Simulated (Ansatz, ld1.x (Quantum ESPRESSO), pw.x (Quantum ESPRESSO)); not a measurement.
pw.x on sc P: one setting changed

Potential: norm-conserving RRKJ (Kleinman–Bylander form), ld1.x (Quantum ESPRESSO) 7.5, LDA (PW92); core [Ne], reference 3s2 3p2; waves: 3p (bound): rc 1.90 bohr; 3d channel at 0.05 Ry: rc 1.80 bohr; 3s (bound): rc 1.70 bohr; local part: the s channel; core correction: a·sin(br)/r model core, default radius (core density twice the valence density); rho0 0.02.

The reference run (k-mesh 14³, cutoffs 55/220 Ry, Fermi–Dirac 0.01 Ry, mixing_beta 0.4, conv_thr 1e-9, no spin) gives -0.16 GPa at 14.035 Å³/atom, where all-electron LAPW gives 0.49 GPa. This run, with its own iteration cap, changes degauss to 0.005.

```
&control
  calculation='scf', prefix='x', pseudo_dir='./', outdir='./tmp', tstress=.true., disk_io='none'
/
&system
  ibrav=0, nat=1, ntyp=1, ecutwfc=55, ecutrho=220, nbnd=9,
  occupations='smearing', smearing='fd', degauss=0.005
/
&electrons
  conv_thr=1e-09, mixing_beta=0.4, electron_maxstep=50
/
ATOMIC_SPECIES
P 1.0 P.UPF
CELL_PARAMETERS angstrom
  2.41214904 0.00000000 0.00000000
  0.00000000 2.41214904 0.00000000
  0.00000000 0.00000000 2.41214904
ATOMIC_POSITIONS crystal
P 0.0000 0.0000 0.0000
K_POINTS automatic
14 14 14 0 0 0
```

```bash
pw.x < P.scf.in > P.scf.out
```

Task: How does the run end?

Result: It converges in 7 iterations; the free energy moves by +8.2 meV/atom and the pressure by -0.14 GPa. In a metal, with Fermi–Dirac smearing, F lies below its zero-width value by a term in the square of the width.

```
Message from routine setup:
     using ibrav=0 with symmetry is DISCOURAGED, use correct ibrav instead
     lattice parameter (alat)  =       4.5583  a.u.
     unit-cell volume          =      94.7129 (a.u.)^3
     number of electrons       =         5.00
     number of Kohn-Sham states=            9
     kinetic-energy cutoff     =      55.0000  Ry
     charge density cutoff     =     220.0000  Ry
     scf convergence threshold =      1.0E-09
     Exchange-correlation= PW
     number of k points=   120  Fermi-Dirac smearing, width (Ry)=  0.0050
     iteration #  1     ecut=    55.00 Ry     beta= 0.40
     total energy              =     -15.55813924 Ry
     estimated scf accuracy    <       0.04185126 Ry
     iteration #  2     ecut=    55.00 Ry     beta= 0.40
     total energy              =     -15.55372373 Ry
     estimated scf accuracy    <       0.01022662 Ry
     iteration #  3     ecut=    55.00 Ry     beta= 0.40
     total energy              =     -15.55484770 Ry
     estimated scf accuracy    <       0.00008748 Ry
     iteration #  4     ecut=    55.00 Ry     beta= 0.40
     total energy              =     -15.55486249 Ry
     estimated scf accuracy    <       0.00000122 Ry
     iteration #  5     ecut=    55.00 Ry     beta= 0.40
     total energy              =     -15.55486264 Ry
     estimated scf accuracy    <       0.00000005 Ry
     iteration #  6     ecut=    55.00 Ry     beta= 0.40
     total energy              =     -15.55486264 Ry
     estimated scf accuracy    <          1.4E-09 Ry
     iteration #  7     ecut=    55.00 Ry     beta= 0.40
     the Fermi energy is    11.3246 ev
!    total energy              =     -15.55486264 Ry
     estimated scf accuracy    <          6.3E-13 Ry
     smearing contrib. (-TS)   =      -0.00045155 Ry
     The total energy is F=E-TS. E is the sum of the following terms:
     one-electron contribution =       5.58857410 Ry
     hartree contribution      =       0.40189773 Ry
     xc contribution           =      -5.98372621 Ry
     ewald contribution        =     -15.56115671 Ry
     convergence has been achieved in   7 iterations
          total   stress  (Ry/bohr**3)                   (kbar)     P=       -3.02
     Message from routine punch:
     Nothing written, as per user request (disk_io='none')
```

The run took about 7.9 s on one core of a shared host (Neoverse-V1, 32 threads, 247 GiB, load 21).
